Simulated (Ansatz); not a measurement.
# Molecular dynamics of BFH6Si

Input file:

```yaml
crystal:
  periodic: [false, false, false]
  atoms:
    - { symbol: B, position_ang: [-0.10271, -0.254968, 0.211138] }
    - { symbol: H, position_ang: [0.419894, 0.592526, 1.073483] }
    - { symbol: H, position_ang: [0.822402, -0.209833, -0.566629] }
    - { symbol: F, position_ang: [-1.379049, 0.100173, -0.143311] }
    - { symbol: Si, position_ang: [0.084265, -2.290359, 0.758646] }
    - { symbol: H, position_ang: [-0.390812, -2.994902, -0.46579] }
    - { symbol: H, position_ang: [1.513253, -2.624998, 1.025334] }
    - { symbol: H, position_ang: [-0.74518, -2.741075, 1.915133] }
    - { symbol: H, position_ang: [0.141038, -0.366362, 1.456795] }
basis:
  gaussian: { orbitals: def2-SVP }
hamiltonian:
  xc: b3lyp
  dispersion: d4
md:
  timestep: 0.5
  n_steps: 200
  ensemble: nve
  temperature: 100.0
  initial_velocities: maxwell_boltzmann
  seed: 11638
```

Run as:

```bash
$ ansatz run input.yaml --threads 1 --pin off --max-ram 2048MiB --backend cpu --events-out ev --progress --plain --runs-dir out
```

It starts at the highest image of a converged band, a first-order saddle point between two minima.

Output, in part (step lines, the closing report, with atoms numbered from 0):

```
md step     0: t =     0.00 fs  T =   100.0 K  F+E_penalty+E_count = -11363.73333314 eV  E_kin = 0.090482 eV  conserved = -11363.64285114 eV  (22 SCF iters)
md step     1: t =     0.50 fs  T =    97.2 K  F+E_penalty+E_count = -11363.73077175 eV  E_kin = 0.087931 eV  conserved = -11363.64284031 eV  (28 SCF iters)
md step     2: t =     1.00 fs  T =    89.5 K  F+E_penalty+E_count = -11363.72371548 eV  E_kin = 0.080941 eV  conserved = -11363.64277399 eV  (28 SCF iters)
md step     3: t =     1.50 fs  T =    78.1 K  F+E_penalty+E_count = -11363.71328471 eV  E_kin = 0.070623 eV  conserved = -11363.64266170 eV  (28 SCF iters)
md step     4: t =     2.00 fs  T =    65.0 K  F+E_penalty+E_count = -11363.70131845 eV  E_kin = 0.058795 eV  conserved = -11363.64252317 eV  (22 SCF iters)
md step     5: t =     2.50 fs  T =    52.7 K  F+E_penalty+E_count = -11363.69004414 eV  E_kin = 0.047656 eV  conserved = -11363.64238839 eV  (22 SCF iters)
md step     6: t =     3.00 fs  T =    43.5 K  F+E_penalty+E_count = -11363.68161279 eV  E_kin = 0.039325 eV  conserved = -11363.64228818 eV  (22 SCF iters)
md step     7: t =     3.50 fs  T =    39.1 K  F+E_penalty+E_count = -11363.67761620 eV  E_kin = 0.035370 eV  conserved = -11363.64224660 eV  (22 SCF iters)
[... lines left out ...]
Total energy: -11364.13509267 eV, -417.6242617681 hartree
Atom 0 at    -0.188892    -0.613676    -0.343409 Å, force    -0.793145     0.237664     0.496073 eV/Å
Atom 1 at     0.646526     2.933674     5.182469 Å, force    -0.482044     0.881804    -1.234255 eV/Å
Atom 2 at     0.549343    -0.197502    -1.207635 Å, force    -0.023125     0.027166    -0.007157 eV/Å
Atom 3 at    -1.318511     0.076435    -0.107369 Å, force     0.687519    -0.226581    -0.267807 eV/Å
Atom 4 at     0.066332    -2.350508     0.704527 Å, force     0.869283     0.057150    -0.162233 eV/Å
Atom 5 at    -0.555220    -3.366992    -0.176738 Å, force    -0.198750    -0.299569    -0.062962 eV/Å
Atom 6 at     1.540512    -2.723404     0.800912 Å, force    -0.456446     0.138780     0.026572 eV/Å
Atom 7 at    -0.537539    -2.405072     2.065367 Å, force    -0.085156     0.065943    -0.021797 eV/Å
Atom 8 at     0.399864     3.384795     4.551467 Å, force     0.481864    -0.882358     1.233566 eV/Å
Dipole moment:     0.081104     0.003624    -0.022208 e Å
```

The steps, from the saved trajectory:

```json
{"time (fs)": "0", "T (K)": "100", "potential energy less start (eV)": "0.000", "conserved less start (meV/atom)": "0.00"}
{"time (fs)": "3", "T (K)": "43", "potential energy less start (eV)": "0.052", "conserved less start (meV/atom)": "0.06"}
{"time (fs)": "6", "T (K)": "78", "potential energy less start (eV)": "0.020", "conserved less start (meV/atom)": "0.01"}
{"time (fs)": "9", "T (K)": "69", "potential energy less start (eV)": "0.029", "conserved less start (meV/atom)": "0.04"}
{"time (fs)": "12", "T (K)": "85", "potential energy less start (eV)": "0.014", "conserved less start (meV/atom)": "0.05"}
{"time (fs)": "15", "T (K)": "163", "potential energy less start (eV)": "-0.057", "conserved less start (meV/atom)": "0.00"}
{"time (fs)": "18", "T (K)": "194", "potential energy less start (eV)": "-0.085", "conserved less start (meV/atom)": "0.03"}
{"time (fs)": "21", "T (K)": "258", "potential energy less start (eV)": "-0.142", "conserved less start (meV/atom)": "0.03"}
{"time (fs)": "24", "T (K)": "311", "potential energy less start (eV)": "-0.191", "conserved less start (meV/atom)": "-0.01"}
{"time (fs)": "27", "T (K)": "301", "potential energy less start (eV)": "-0.181", "conserved less start (meV/atom)": "0.10"}
{"time (fs)": "30", "T (K)": "373", "potential energy less start (eV)": "-0.247", "conserved less start (meV/atom)": "0.03"}
{"time (fs)": "33", "T (K)": "458", "potential energy less start (eV)": "-0.325", "conserved less start (meV/atom)": "-0.06"}
{"time (fs)": "36", "T (K)": "523", "potential energy less start (eV)": "-0.383", "conserved less start (meV/atom)": "-0.02"}
{"time (fs)": "39", "T (K)": "545", "potential energy less start (eV)": "-0.402", "conserved less start (meV/atom)": "0.08"}
{"time (fs)": "42", "T (K)": "587", "potential energy less start (eV)": "-0.441", "conserved less start (meV/atom)": "0.00"}
{"time (fs)": "45", "T (K)": "630", "potential energy less start (eV)": "-0.480", "conserved less start (meV/atom)": "-0.08"}
{"time (fs)": "48", "T (K)": "590", "potential energy less start (eV)": "-0.443", "conserved less start (meV/atom)": "0.00"}
{"time (fs)": "51", "T (K)": "568", "potential energy less start (eV)": "-0.423", "conserved less start (meV/atom)": "0.09"}
{"time (fs)": "54", "T (K)": "559", "potential energy less start (eV)": "-0.414", "conserved less start (meV/atom)": "0.08"}
{"time (fs)": "57", "T (K)": "583", "potential energy less start (eV)": "-0.437", "conserved less start (meV/atom)": "-0.07"}
{"time (fs)": "60", "T (K)": "608", "potential energy less start (eV)": "-0.460", "conserved less start (meV/atom)": "-0.11"}
{"time (fs)": "63", "T (K)": "559", "potential energy less start (eV)": "-0.415", "conserved less start (meV/atom)": "0.05"}
{"time (fs)": "66", "T (K)": "556", "potential energy less start (eV)": "-0.412", "conserved less start (meV/atom)": "0.13"}
{"time (fs)": "69", "T (K)": "571", "potential energy less start (eV)": "-0.426", "conserved less start (meV/atom)": "0.04"}
{"time (fs)": "72", "T (K)": "584", "potential energy less start (eV)": "-0.439", "conserved less start (meV/atom)": "-0.09"}
{"time (fs)": "75", "T (K)": "596", "potential energy less start (eV)": "-0.450", "conserved less start (meV/atom)": "-0.10"}
{"time (fs)": "78", "T (K)": "545", "potential energy less start (eV)": "-0.402", "conserved less start (meV/atom)": "0.08"}
{"time (fs)": "81", "T (K)": "561", "potential energy less start (eV)": "-0.416", "conserved less start (meV/atom)": "0.11"}
{"time (fs)": "84", "T (K)": "584", "potential energy less start (eV)": "-0.437", "conserved less start (meV/atom)": "0.01"}
{"time (fs)": "87", "T (K)": "584", "potential energy less start (eV)": "-0.439", "conserved less start (meV/atom)": "-0.08"}
{"time (fs)": "90", "T (K)": "585", "potential energy less start (eV)": "-0.440", "conserved less start (meV/atom)": "-0.06"}
{"time (fs)": "93", "T (K)": "540", "potential energy less start (eV)": "-0.397", "conserved less start (meV/atom)": "0.10"}
{"time (fs)": "96", "T (K)": "563", "potential energy less start (eV)": "-0.418", "conserved less start (meV/atom)": "0.07"}
{"time (fs)": "99", "T (K)": "585", "potential energy less start (eV)": "-0.439", "conserved less start (meV/atom)": "-0.03"}
```

All steps were run. The conserved energy stayed within 0.13 meV per atom of its start (net change 0.09 meV per atom), so the integration is sound. The kinetic energy rose, since the run started high on the potential surface and went downhill. It ends in pieces (BFH4Si + H2), so much of that is their flight and rotation, not heat. A run of 0.1 ps of so small a system gives no equilibrium averages. The orbitals stay closed-shell, which can raise the energy where a bond breaks towards radicals; this wasn't checked here.

Between its relaxed ends the band would form B1–Si5, H2–H9 and break B1–H2, Si5–H9. These pairs go: B1–Si5 2.12 → 2.04 Å, H2–H9 1.07 → 0.81 Å, B1–H2 1.32 → 6.62 Å, Si5–H9 2.05 → 6.91 Å. In the last frame they stand as after the step (other bonds may differ from the relaxed reactants and products). Also parted: B1–H9 1.27 → 6.35 Å. It ends as BFH4Si + H2. Pairs count as bonded within 1.25 times the sum of covalent radii (0.12 Å more for H–H).

Last frame:

```xyz
9
Properties=species:S:1:pos:R:3
B -0.189 -0.614 -0.343
H 0.646 2.934 5.183
H 0.549 -0.198 -1.208
F -1.319 0.076 -0.107
Si 0.066 -2.350 0.705
H -0.555 -3.367 -0.177
H 1.540 -2.723 0.801
H -0.537 -2.405 2.065
H 0.400 3.385 4.551
```

Time of the run: 6 min on 1 thread of Arm Neoverse V2 (shared host), peak memory 0.15 GiB.
